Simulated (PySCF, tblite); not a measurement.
# CH₅NSi: dynamics, then NMR shifts on frames

How do NMR shifts of CH₅NSi (`C=N[SiH3]`) change as the atoms move?

The runs use tblite 0.8.0 and PySCF 2.14.0, with density-fitted response routines of our own; the level of theory stands in each step. All values are computed, except where a source is named. Atoms count from 0, in the outputs and in this text.

## 1. Starting geometry

8 atoms, charge 0, multiplicity 1; geometry from: GFN2-xTB.

Bonds of the start (Å): C0–N1 1.25, N1–Si2 1.72, C0–H3 1.10, C0–H4 1.09, Si2–H5 1.46, Si2–H6 1.46, Si2–H7 1.47.

## 2. A short Langevin run with GFN2-xTB

Job settings and geometry (Å):

```
{"job": {"kind": "md", "xc": "GFN2-xTB", "basis": "xTB", "temperature": 400, "steps": 2000, "every": 50, "frames": 5}, "charge": 0, "multiplicity": 1}
C      1.538062    -0.117030     0.016521
N      0.406140    -0.331122     0.489468
Si    -1.201188     0.071978     0.018178
H      1.739618     0.441428    -0.903760
H      2.415402    -0.501864     0.532504
H     -1.695001     0.832517     1.162693
H     -1.832806    -1.236854    -0.123062
H     -1.361168     0.850360    -1.217106
```

Level: GFN2-xTB Langevin dynamics, gas phase.

Run with:

```console
$ OMP_NUM_THREADS=1 python probes_run.py task.json out
```

This one command runs all jobs of the session in turn.

The log of the run:

```text
t/fs     T/K      E/eV
    0.0   312.1   -253.61317
   25.0   296.7   -253.43444
   50.0   254.0   -253.11232
   75.0   348.3   -253.29305
  100.0   515.1   -253.29725
  125.0   409.9   -253.07449
  150.0   287.8   -253.23193
  175.0   237.1   -253.38327
  200.0   417.4   -253.39719
  225.0   365.3   -253.40610
  250.0   290.2   -253.30257
  275.0   347.3   -253.39217
  300.0   326.7   -253.42777
  325.0   262.7   -253.33656
  350.0   380.8   -253.34646
  375.0   511.1   -253.49829
  400.0   478.1   -253.18745
  425.0   682.7   -253.32146
  450.0   581.3   -253.23843
  475.0   485.3   -253.14346
  500.0   433.3   -253.19599
  525.0   340.8   -253.22784
  550.0   383.6   -253.43592
  575.0   437.7   -253.44559
  600.0   329.0   -253.29392
  625.0   305.2   -253.19337
  650.0   284.2   -253.26697
  675.0   422.0   -253.16929
  700.0   749.9   -253.16210
  725.0   652.9   -253.14906
  750.0   632.0   -253.11300
  775.0   552.8   -253.00515
  800.0   482.5   -253.02208
  825.0   548.2   -253.21959
  850.0   607.4   -253.26451
  875.0   716.1   -253.45785
  900.0   501.4   -253.19634
  925.0   469.2   -253.26768
  950.0   290.9   -253.29261
  975.0   384.4   -253.31165
 1000.0   392.2   -253.24683
```

It took 5 s on 1 thread of Arm Neoverse V1, shared host; peak memory 0.18 GiB.

Distance from the start (root mean square after alignment): 0 fs 0.00 Å, 200 fs 0.10 Å, 400 fs 0.16 Å, 600 fs 0.29 Å, 800 fs 0.86 Å, 1000 fs 0.81 Å.

Positions (Å) and forces (eV/Å) at 1000 fs:

```xyz
8

C    -0.108   -0.548   -0.209    1.560   -0.999   -0.587
N    -1.153   -0.824   -0.807   -1.302    0.592   -0.464
Si   -2.583    0.043   -1.256   -0.621   -0.297    0.608
H     0.346    0.433    0.020   -0.456   -0.287    0.140
H     0.543   -1.448   -0.136    0.140    0.763    0.612
H    -2.993   -0.562   -2.584    0.497    0.742    0.611
H    -2.527    1.539   -0.884   -0.120   -0.958   -0.623
H    -3.537   -0.633   -0.302    0.301    0.444   -0.297
```

## 3. Shielding tensors: 250 fs, PBE0/pcSseg-1

Job settings and geometry (Å):

```
{"job": {"kind": "nmr", "xc": "PBE0", "basis": "pcSseg-1", "pop": false}, "charge": 0, "multiplicity": 1}
C      1.697400    -0.399000    -0.005400
N      0.615700    -0.896100    -0.426900
Si    -1.044700    -0.410900    -0.346300
H      1.809400     0.562400     0.493600
H      2.665400    -0.829500    -0.208900
H     -1.754400    -1.815200    -0.307800
H     -1.441100     0.323500    -1.462800
H     -1.553200     0.390000     0.706400
```

With the program's defaults for keys left out, this is: GIAO PBE0/pcSseg-1 NMR shielding, non-relativistic, gas phase.

The log of the run:

```text
coarse grid: 6872 points
cycle   1  E = -385.0110521449  dE =  1.235e-01  |g| = 3.456e-01  |ddm| = 2.442e+00
cycle   2  E = -384.9480750700  dE =  6.298e-02  |g| = 6.341e-01  |ddm| = 8.293e-01
cycle   3  E = -385.0387048662  dE = -9.063e-02  |g| = 5.058e-02  |ddm| = 5.406e-01
cycle   4  E = -385.0391873885  dE = -4.825e-04  |g| = 2.131e-02  |ddm| = 5.226e-02
cycle   5  E = -385.0392995411  dE = -1.122e-04  |g| = 3.527e-03  |ddm| = 2.132e-02
cycle   6  E = -385.0393028236  dE = -3.283e-06  |g| = 5.241e-04  |ddm| = 3.978e-03
final grid: 60992 points
cycle   7  E = -385.0541944793  dE = -9.973e-06  |g| = 4.641e-03  |ddm| = 1.089e-02
cycle   8  E = -385.0541917416  dE =  2.738e-06  |g| = 5.817e-03  |ddm| = 9.934e-03
cycle   9  E = -385.0541994324  dE = -7.691e-06  |g| = 1.173e-03  |ddm| = 5.674e-03
cycle  10  E = -385.0541997236  dE = -2.912e-07  |g| = 2.237e-04  |ddm| = 7.937e-04
cycle  11  E = -385.0541997353  dE = -1.164e-08  |g| = 3.190e-05  |ddm| = 1.897e-04
cycle  12  E = -385.0541997355  dE = -2.177e-10  |g| = 4.986e-06  |ddm| = 4.029e-05
converged SCF energy = -385.0541997355

GIAO shielding tensors (ppm)
atom      isotropic    diamagn.    paramagn.     s11        s22        s33       span
  0 C        5.676     251.756    -246.080    -90.615    -23.494    131.135    221.749
  1 N     -154.611     327.164    -481.776   -609.070   -165.370    310.606    919.675
  2 Si     410.282     879.960    -469.678    355.417    385.667    489.762    134.345
  3 H       22.950      30.912      -7.962     21.548     22.548     24.754      3.206
  4 H       22.717      28.116      -5.399     21.255     22.744     24.153      2.898
  5 H       25.134      27.366      -2.233     22.570     24.542     28.290      5.720
  6 H       27.498      30.437      -2.939     25.320     25.950     31.225      5.905
  7 H       27.323      30.505      -3.181     24.787     25.581     31.602      6.815
```

Run time: 4.5 s. Hardware: 1 thread of Arm Neoverse V1, shared host; peak memory 0.37 GiB.

Shifts follow as δ = σ(reference) − σ, with reference shieldings (ppm) from runs at the same level and on the same kind of geometry: 1H TMS 31.72, 13C TMS 186.9, 29Si TMS 349.2, 15N NH3 267.7. The references are single molecules in the gas phase, so shifts against H2O, NH3, PH3, H3PO4 or CFCl3 are not on the usual liquid scales and can be off by tens of ppm. Each atom is listed at this fixed geometry, with no averaging over motion; a spectrum would average atoms that exchange fast.

| atoms | environment | σ (ppm) | δ (ppm) |
| --- | --- | --- | --- |
| C0 | C=N carbon | 5.7 | 181.2 |
| H4 | hydrogen on a C=N carbon | 22.72 | 9.00 |
| H3 | hydrogen on a C=N carbon | 22.95 | 8.77 |
| H5 | hydrogen on a silicon bonded to N | 25.13 | 6.58 |
| H7 | hydrogen on a silicon bonded to N | 27.32 | 4.39 |
| H6 | hydrogen on a silicon bonded to N | 27.50 | 4.22 |
| N1 | imine nitrogen | -154.6 | 422.3 |
| Si2 | silicon bonded to N, 3 H | 410.3 | -61.1 |

The fields below are evaluated on a grid from the run's orbitals.

Frontier orbitals at PBE0/pcSseg-1, with the share of their density that lies nearest to each atom:

| orbital | energy (eV) | lies on |
| --- | --- | --- |
| HOMO | -7.10 | N1 63 %; H3 11 %; H4, H7 about 7 % each |
| LUMO | -1.16 | C0 36 %; N1 32 %; H3, H4 about 10 % each |

ELF in a plane through or near 5 of the atoms.

Values, 10 rows by 14 columns:
```
0.00 0.00 0.00 0.00 0.00 0.00 0.00 0.00 0.00 0.00 0.00 0.00 0.00 0.00
0.00 0.00 0.00 0.00 0.00 0.00 0.00 0.00 0.00 0.08 0.04 0.00 0.00 0.00
0.00 0.00 0.00 0.01 0.00 0.07 0.57 0.18 0.02 0.96 0.94 0.18 0.00 0.00
0.00 0.00 0.19 0.98 0.43 0.24 0.92 0.75 0.23 1.00 1.00 0.73 0.01 0.00
0.00 0.00 0.77 1.00 0.95 0.65 0.25 0.86 0.10 0.72 0.87 0.27 0.00 0.00
0.00 0.00 0.08 0.48 0.57 0.27 0.61 0.82 0.71 0.10 0.14 0.02 0.00 0.00
0.00 0.00 0.00 0.40 0.99 0.95 0.04 0.24 0.54 0.83 0.28 0.01 0.00 0.00
0.00 0.00 0.00 0.42 0.99 0.94 0.01 0.03 0.63 0.82 0.28 0.01 0.00 0.00
0.00 0.00 0.00 0.00 0.01 0.01 0.00 0.00 0.04 0.08 0.01 0.00 0.00 0.00
0.00 0.00 0.00 0.00 0.00 0.00 0.00 0.00 0.00 0.00 0.00 0.00 0.00 0.00
```
The map spans 10.2 Å across and 7.7 Å up, centred on the molecule. Atoms in the plane (x, y in Å): C0 (-1.6, 0.1), N1 (-0.4, 0.6), Si2 (1.2, 0.0), H3 (-1.8, -1.0), H4 (-2.5, 0.6).

On the surface of density 0.002 e/bohr³ the electrostatic potential runs, from the 1st to the 99th percentile, from -1.52 V near N1 to 1.23 V near H7.

## 4. Shielding tensors: 425 fs, PBE0/pcSseg-1

Job settings and geometry (Å):

```
{"job": {"kind": "nmr", "xc": "PBE0", "basis": "pcSseg-1", "pop": false}, "charge": 0, "multiplicity": 1}
C      1.582800    -0.635200    -0.399400
N      0.429500    -0.413200    -0.843700
Si    -1.213000    -0.804600    -0.755800
H      1.659400    -1.360400     0.390400
H      2.493400    -0.205700    -0.754900
H     -1.687000    -1.443600    -1.911100
H     -1.853800     0.493200    -0.548600
H     -1.726700    -1.558400     0.507400
```

With the program's defaults for keys left out, this is: GIAO PBE0/pcSseg-1 NMR shielding, non-relativistic, gas phase.

The log of the run:

```text
coarse grid: 6872 points
cycle   1  E = -385.0095418162  dE =  1.659e-01  |g| = 3.621e-01  |ddm| = 2.452e+00
cycle   2  E = -384.9428331848  dE =  6.671e-02  |g| = 6.572e-01  |ddm| = 7.931e-01
cycle   3  E = -385.0394002191  dE = -9.657e-02  |g| = 5.015e-02  |ddm| = 5.278e-01
cycle   4  E = -385.0398716175  dE = -4.714e-04  |g| = 2.174e-02  |ddm| = 5.048e-02
cycle   5  E = -385.0399890937  dE = -1.175e-04  |g| = 3.479e-03  |ddm| = 2.143e-02
cycle   6  E = -385.0399923905  dE = -3.297e-06  |g| = 4.915e-04  |ddm| = 4.157e-03
final grid: 60992 points
cycle   7  E = -385.0551320941  dE = -1.101e-05  |g| = 4.534e-03  |ddm| = 1.137e-02
cycle   8  E = -385.0551298309  dE =  2.263e-06  |g| = 5.538e-03  |ddm| = 9.196e-03
cycle   9  E = -385.0551368704  dE = -7.040e-06  |g| = 1.012e-03  |ddm| = 5.206e-03
cycle  10  E = -385.0551370783  dE = -2.079e-07  |g| = 2.415e-04  |ddm| = 6.976e-04
cycle  11  E = -385.0551370920  dE = -1.366e-08  |g| = 3.104e-05  |ddm| = 1.946e-04
cycle  12  E = -385.0551370922  dE = -2.058e-10  |g| = 5.326e-06  |ddm| = 4.082e-05
converged SCF energy = -385.0551370922

GIAO shielding tensors (ppm)
atom      isotropic    diamagn.    paramagn.     s11        s22        s33       span
  0 C        7.940     252.109    -244.168    -90.914    -19.149    133.885    224.799
  1 N     -176.641     328.385    -505.027   -695.408   -154.068    319.552   1014.960
  2 Si     425.207     880.368    -455.161    381.955    403.416    490.251    108.296
  3 H       23.078      30.385      -7.307     20.053     21.742     27.439      7.386
  4 H       22.412      29.183      -6.771     20.465     23.021     23.750      3.285
  5 H       27.177      29.511      -2.334     24.802     25.827     30.903      6.101
  6 H       26.304      30.054      -3.750     23.833     25.439     29.640      5.806
  7 H       25.798      28.319      -2.520     23.395     24.186     29.814      6.419
```

It took 2.4 s on 1 thread of Arm Neoverse V1, shared host; peak memory 0.38 GiB.

Key values: δ C0 179.0, N1 444.4, Si2 -76.0, H4 9.30, H3 8.64 ppm.

## 5. Nuclear shieldings: 625 fs, PBE0/pcSseg-1

Job settings and geometry (Å):

```
{"job": {"kind": "nmr", "xc": "PBE0", "basis": "pcSseg-1", "pop": false}, "charge": 0, "multiplicity": 1}
C      0.744800     0.115100    -0.779900
N      0.105800    -0.679300    -1.491800
Si    -1.519200    -1.177600    -1.283500
H      0.343500     0.669600     0.236200
H      1.771700     0.335100    -1.141800
H     -1.848700    -2.152600    -2.391500
H     -2.365900     0.093300    -1.520600
H     -1.737700    -1.662100     0.081000
```

Method: GIAO PBE0/pcSseg-1 NMR shielding, non-relativistic, gas phase.

The log of the run:

```text
coarse grid: 6872 points
cycle   1  E = -385.0026165575  dE =  7.928e-02  |g| = 4.014e-01  |ddm| = 2.407e+00
cycle   2  E = -384.9143914907  dE =  8.823e-02  |g| = 7.426e-01  |ddm| = 9.395e-01
cycle   3  E = -385.0388955968  dE = -1.245e-01  |g| = 5.458e-02  |ddm| = 6.351e-01
cycle   4  E = -385.0394778533  dE = -5.823e-04  |g| = 2.398e-02  |ddm| = 6.120e-02
cycle   5  E = -385.0396210748  dE = -1.432e-04  |g| = 3.672e-03  |ddm| = 2.167e-02
cycle   6  E = -385.0396242006  dE = -3.126e-06  |g| = 5.897e-04  |ddm| = 4.114e-03
final grid: 60992 points
cycle   7  E = -385.0551647744  dE = -7.561e-06  |g| = 3.944e-03  |ddm| = 9.642e-03
cycle   8  E = -385.0551627464  dE =  2.028e-06  |g| = 4.964e-03  |ddm| = 7.982e-03
cycle   9  E = -385.0551683362  dE = -5.590e-06  |g| = 8.961e-04  |ddm| = 4.590e-03
cycle  10  E = -385.0551685105  dE = -1.743e-07  |g| = 1.945e-04  |ddm| = 6.470e-04
cycle  11  E = -385.0551685187  dE = -8.165e-09  |g| = 2.276e-05  |ddm| = 1.321e-04
cycle  12  E = -385.0551685188  dE = -9.396e-11  |g| = 6.420e-06  |ddm| = 3.034e-05
converged SCF energy = -385.0551685188

GIAO shielding tensors (ppm)
atom      isotropic    diamagn.    paramagn.     s11        s22        s33       span
  0 C        7.703     253.614    -245.911    -93.013      6.228    109.893    202.905
  1 N     -132.058     327.673    -459.731   -526.268   -172.004    302.097    828.365
  2 Si     408.743     879.787    -471.044    348.198    416.943    461.086    112.888
  3 H       21.163      28.402      -7.239     20.159     20.342     22.988      2.830
  4 H       22.592      27.964      -5.372     20.531     21.790     25.455      4.924
  5 H       25.858      27.674      -1.816     23.401     24.872     29.302      5.901
  6 H       26.131      28.238      -2.107     23.412     25.312     29.667      6.255
  7 H       26.887      29.711      -2.824     24.216     25.701     30.743      6.528
```

Run time: 2.4 s. Hardware: 1 thread of Arm Neoverse V1, shared host; peak memory 0.38 GiB.

Key values: δ C0 179.2, N1 399.8, Si2 -59.6, H3 10.55, H4 9.13 ppm.

## 6. Shielding tensors: 800 fs, PBE0/pcSseg-1

Job settings and geometry (Å):

```
{"job": {"kind": "nmr", "xc": "PBE0", "basis": "pcSseg-1", "pop": false}, "charge": 0, "multiplicity": 1}
C      0.721700    -0.044500    -0.248500
N     -0.081200    -0.907200    -0.539000
Si    -1.631100    -0.862200    -1.354500
H      0.509600     0.957100    -0.186900
H      1.527700    -0.578300     0.258800
H     -1.433000    -1.202900    -2.744800
H     -2.300200     0.424400    -1.561500
H     -2.527800    -1.829200    -0.524300
```

With the program's defaults for keys left out, this is: GIAO PBE0/pcSseg-1 NMR shielding, non-relativistic, gas phase.

The log of the run:

```text
coarse grid: 6872 points
cycle   1  E = -384.9960867152  dE =  2.151e-01  |g| = 3.624e-01  |ddm| = 2.447e+00
cycle   2  E = -384.9433311902  dE =  5.276e-02  |g| = 6.081e-01  |ddm| = 8.630e-01
cycle   3  E = -385.0253790086  dE = -8.205e-02  |g| = 5.759e-02  |ddm| = 5.679e-01
cycle   4  E = -385.0260150415  dE = -6.360e-04  |g| = 2.249e-02  |ddm| = 5.394e-02
cycle   5  E = -385.0261408939  dE = -1.259e-04  |g| = 2.880e-03  |ddm| = 2.222e-02
cycle   6  E = -385.0261432744  dE = -2.381e-06  |g| = 3.682e-04  |ddm| = 3.642e-03
final grid: 60992 points
cycle   7  E = -385.0415894348  dE = -1.039e-05  |g| = 4.495e-03  |ddm| = 1.159e-02
cycle   8  E = -385.0415871775  dE =  2.257e-06  |g| = 5.505e-03  |ddm| = 9.434e-03
cycle   9  E = -385.0415940952  dE = -6.918e-06  |g| = 1.002e-03  |ddm| = 5.421e-03
cycle  10  E = -385.0415942986  dE = -2.034e-07  |g| = 2.024e-04  |ddm| = 6.899e-04
cycle  11  E = -385.0415943080  dE = -9.409e-09  |g| = 2.801e-05  |ddm| = 1.731e-04
cycle  12  E = -385.0415943081  dE = -1.696e-10  |g| = 4.431e-06  |ddm| = 3.812e-05
converged SCF energy = -385.0415943081

GIAO shielding tensors (ppm)
atom      isotropic    diamagn.    paramagn.     s11        s22        s33       span
  0 C       11.911     253.149    -241.237    -78.852    -14.732    129.318    208.170
  1 N     -163.765     327.184    -490.949   -602.125   -188.551    299.381    901.506
  2 Si     410.972     879.161    -468.188    349.526    392.773    490.618    141.092
  3 H       23.346      32.560      -9.214     20.947     23.737     25.354      4.408
  4 H       21.961      29.028      -7.068     18.025     20.226     27.632      9.607
  5 H       26.911      28.685      -1.774     24.742     25.591     30.400      5.658
  6 H       26.956      29.360      -2.404     24.711     25.100     31.056      6.345
  7 H       25.484      27.322      -1.838     23.318     24.556     28.579      5.261
```

Wall time 2.5 s (1 thread of Arm Neoverse V1, shared host); peak memory 0.38 GiB.

In short: δ C0 175.0, N1 431.5, Si2 -61.8, H4 9.76, H3 8.37 ppm.

## 7. Nuclear shieldings: 1000 fs, PBE0/pcSseg-1

Job settings and geometry (Å):

```
{"job": {"kind": "nmr", "xc": "PBE0", "basis": "pcSseg-1", "pop": false}, "charge": 0, "multiplicity": 1}
C     -0.108100    -0.547800    -0.209300
N     -1.153200    -0.823700    -0.806900
Si    -2.583400     0.043100    -1.255600
H      0.346300     0.433000     0.020200
H      0.543500    -1.447500    -0.136200
H     -2.992900    -0.561700    -2.584300
H     -2.526700     1.538700    -0.883800
H     -3.537000    -0.633200    -0.302000
```

Level: GIAO PBE0/pcSseg-1 NMR shielding, non-relativistic, gas phase.

The log of the run:

```text
coarse grid: 6872 points
cycle   1  E = -385.0007889559  dE =  1.086e-01  |g| = 3.886e-01  |ddm| = 2.421e+00
cycle   2  E = -384.9264213205  dE =  7.437e-02  |g| = 6.941e-01  |ddm| = 9.914e-01
cycle   3  E = -385.0355528801  dE = -1.091e-01  |g| = 5.782e-02  |ddm| = 6.554e-01
cycle   4  E = -385.0362137537  dE = -6.609e-04  |g| = 2.385e-02  |ddm| = 6.258e-02
cycle   5  E = -385.0363554663  dE = -1.417e-04  |g| = 3.770e-03  |ddm| = 2.325e-02
cycle   6  E = -385.0363591135  dE = -3.647e-06  |g| = 5.740e-04  |ddm| = 4.332e-03
final grid: 60992 points
cycle   7  E = -385.0520039483  dE = -7.625e-06  |g| = 4.288e-03  |ddm| = 1.019e-02
cycle   8  E = -385.0520014850  dE =  2.463e-06  |g| = 5.413e-03  |ddm| = 9.320e-03
cycle   9  E = -385.0520081844  dE = -6.699e-06  |g| = 9.874e-04  |ddm| = 5.335e-03
cycle  10  E = -385.0520083879  dE = -2.035e-07  |g| = 2.087e-04  |ddm| = 7.025e-04
cycle  11  E = -385.0520083977  dE = -9.798e-09  |g| = 2.847e-05  |ddm| = 1.677e-04
cycle  12  E = -385.0520083979  dE = -1.830e-10  |g| = 5.629e-06  |ddm| = 3.970e-05
converged SCF energy = -385.0520083979

GIAO shielding tensors (ppm)
atom      isotropic    diamagn.    paramagn.     s11        s22        s33       span
  0 C       16.096     252.992    -236.896    -77.823      2.651    123.459    201.282
  1 N     -158.102     327.248    -485.350   -582.580   -186.014    294.289    876.869
  2 Si     409.674     879.339    -469.665    359.360    397.481    472.181    112.820
  3 H       22.325      30.665      -8.340     21.529     22.368     23.078      1.549
  4 H       22.571      28.997      -6.427     19.653     21.784     26.274      6.621
  5 H       25.395      27.206      -1.811     23.181     24.396     28.609      5.428
  6 H       25.677      27.648      -1.971     23.461     23.835     29.735      6.274
  7 H       26.078      28.242      -2.164     23.875     24.964     29.394      5.518
```

It took 2.5 s on 1 thread of Arm Neoverse V1, shared host; peak memory 0.38 GiB.

In short: δ C0 170.8, N1 425.8, Si2 -60.5, H3 9.39, H4 9.15 ppm.

## 8. Side by side: NMR shifts

Shifts (ppm) of some atoms, chosen among heavy atoms and hydrogens apart, with basis size and wall time:

| frame | C0 | H3 | H5 | H7 | H6 | N1 | Si2 | functions | time |
| --- | --- | --- | --- | --- | --- | --- | --- | --- | --- |
| 250 fs | 181.2 | 8.77 | 6.58 | 4.39 | 4.22 | 422.3 | -61.1 | 83 | 4.5 s |
| 425 fs | 179.0 | 8.64 | 4.54 | 5.92 | 5.41 | 444.4 | -76.0 | 83 | 2.4 s |
| 625 fs | 179.2 | 10.55 | 5.86 | 4.83 | 5.59 | 399.8 | -59.6 | 83 | 2.4 s |
| 800 fs | 175.0 | 8.37 | 4.81 | 6.23 | 4.76 | 431.5 | -61.8 | 83 | 2.5 s |
| 1000 fs | 170.8 | 9.39 | 6.32 | 5.64 | 6.04 | 425.8 | -60.5 | 83 | 2.5 s |

## 9. Results

| quantity | value |
| --- | --- |
| thermostat | 400 K |
| mean temperature, second half | 472 K |
| mean potential energy above the minimum | 0.38 eV |
| 13C shifts against TMS (PBE0/pcSseg-1, 250 fs) | 181.2 ppm |
| 1H shifts against TMS (PBE0/pcSseg-1, 250 fs) | 9.00, 8.77, 6.58, 4.39, 4.22 ppm |
| 15N shifts against NH3 (PBE0/pcSseg-1, 250 fs) | 422.3 ppm |
| 29Si shifts against TMS (PBE0/pcSseg-1, 250 fs) | -61.1 ppm |
| surface potential, 1st and 99th percentile | -1.52 V and 1.23 V |
| range of the shift of N1 | 399.8 to 444.4 ppm |

In words: In the second half the potential energy averages 0.38 eV above the minimum; equipartition over 18 harmonic modes at 400 K would give 0.31 eV. With 8 atoms the temperature swings widely (237 to 750 K). Shifts at one fixed geometry are not the observed spectrum, which averages over the motion. In the first frame run (250 fs): Shielding is most anisotropic at N1 (span 920 ppm, paramagnetic term -482 ppm). At PBE0/pcSseg-1, counted by nearest atom on the grid, the HOMO lies on N1 63 %; H3 11 %, the LUMO on C0 36 %; N1 32 %. In ppm, N1 moves most: its shift spreads over 44.6 ppm, from 399.8 (625 fs) to 444.4 (425 fs).
